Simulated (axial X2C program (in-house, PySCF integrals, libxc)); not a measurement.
O₂: cheaper levels and CCSD(T), 2c

Calculated with an axial X2C code built on PySCF integrals. Two-component (2c) means X2C with spin–orbit coupling and atomic mean-field two-electron Coulomb and Gaunt terms. Basis: O dyall-av3z [7s6p3d2f] (cores contracted in-house); Gaussian nuclei, density fitting, unrestricted open shells. Masses: O 15.995 u.

State: Ω = 1 (⟨Sz⟩ = 1.00, ⟨Lz⟩ = 0.00 at HF); fragments O + O.

| level | Re (Å) | ωe (cm⁻¹) | De (eV) |
| --- | --- | --- | --- |
| PBE0 | 1.193 | 1708.0 | 5.39 |
| HF | 1.159 | 1961.5 | 1.54 |
| CCSD | 1.201 | 1658.0 | 4.66 |
| PBE50 | 1.173 | 1845.5 | 4.63 |

Correlated methods: 12 electrons correlated (number of frozen shells: O 1 s), 196 virtual spin orbitals or spinors in MP2, 90 natural virtuals in coupled cluster.

CCSD(T), same Hamiltonian and basis:

Re = 1.212 Å, ωe = 1578.2 cm⁻¹, De = 4.95 eV; T1 = 0.016 (Lee–Taylor normalisation).

Problem. Give the differences from CCSD(T) in the columns below.

Solution. 

```
level  ΔRe (Å)  Δωe (cm⁻¹)  ΔDe (eV)
 PBE0   -0.019         130      0.44
   HF   -0.053         383     -3.41
 CCSD   -0.011          80     -0.29
PBE50   -0.039         267     -0.32
```

Occupations by symmetry block were frozen at the best pattern of an incomplete PBE0 search. De is counted from the lowest determinant-based energies of the atoms at the same level, without counterpoise correction. Density functionals use the spin component along the axis (collinear). Coupled cluster ran in a truncated set of natural virtual spinors; the MP2 energy of the rest was added. (T) has no such correction and the atoms are truncated less, which lowers De at CCSD(T) by a hundredth of an eV or more. A 2c atom that is not at its ground J level misses part of its spin–orbit lowering, and De is too large by that part (0.04 eV or less for light atoms). This holds for PBE0, PBE50. Without a current term, density functionals place determinants with orbital angular momentum somewhat too high. With several unpaired electrons one determinant need not be a pure state. Open-shell Ω = 0 determinants with evenly filled partner blocks cannot be reached by this program, so the Ω shown need not be the lowest component. This is the Ω = 1 component of a π² triplet; the 0⁺ component is not one determinant and can lie lowest.
